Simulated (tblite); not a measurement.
Species: C4H8N (doublet state).
Atom-mapped SMILES: `[CH2:1]=[N:2][CH:3][CH2:4][CH3:5]` (hydrogens: H6, H7 on C1; H8 on C3; H9, H10 on C4; H11, H12, H13 on C5)

The geometry is computed with GFN2-xTB (gas phase). This method treats the open shell by occupation alone, without spin polarisation.

(1) Give the optimised bond lengths and angles.

Results:

(1) 
```csv
bond,length (Å),order
C1=N2,1.294,double
N2–C3,1.293,single
C3–C4,1.497,single
C4–C5,1.522,single
C1–H6,1.086,single
C1–H7,1.076,single
C3–H8,1.080,single
"C4–H9, C4–H10",1.097,single
"C5–H11, C5–H12, C5–H13",1.088,single
```

Bonds in one row agree within 0.01 Å and their mean is given. Orders are formal, as drawn. A selection of angles:
```csv
angle,degrees
N2–C1–H6,123.6
N2–C1–H7,117.9
H6–C1–H7,118.3
C1–N2–C3,130.2
N2–C3–C4,125.1
N2–C3–H8,116.3
C4–C3–H8,118.5
C3–C4–C5,112.5
C3–C4–H9,108.2
C3–C4–H10,109.2
C5–C4–H9,109.7
H9–C4–H10,106.5
C4–C5–H11,110.6
C4–C5–H12,110.5
H11–C5–H12,108.4
H12–C5–H13,108.5
```

Dihedral angles: C1–N2–C3–C4 -20° (synperiplanar); N2–C3–C4–C5 -168° (antiperiplanar). The mirror-image conformer, all signs reversed, is as good.

The 2 C–C bonds span 1.497 Å (C3–C4, drawn single) to 1.522 Å (C4–C5, drawn single), a spread of 0.025 Å. C1 (carbon bonded to N and 2 H) is planar (angles 123.6°, 118.3° and 117.9°, sum 359.7°, 0.04 Å off the plane of its three neighbours). C3 (carbon bonded to C, N and H) is planar (angles 125.1°, 118.5° and 116.3°, sum 359.9°, 0.02 Å off the plane of its three neighbours). Of the pairs four or more bonds apart, C4···H6 is among the closest relative to their van der Waals radii: 2.96 Å, 102 % of the sum of Bondi's values.

Its GFN2-xTB frequencies are all real (lowest 22 cm⁻¹). 3 starts were optimised and ended at 0.00, 0.35 and 0.71 kcal/mol (GFN2-xTB); the lowest of these is shown.
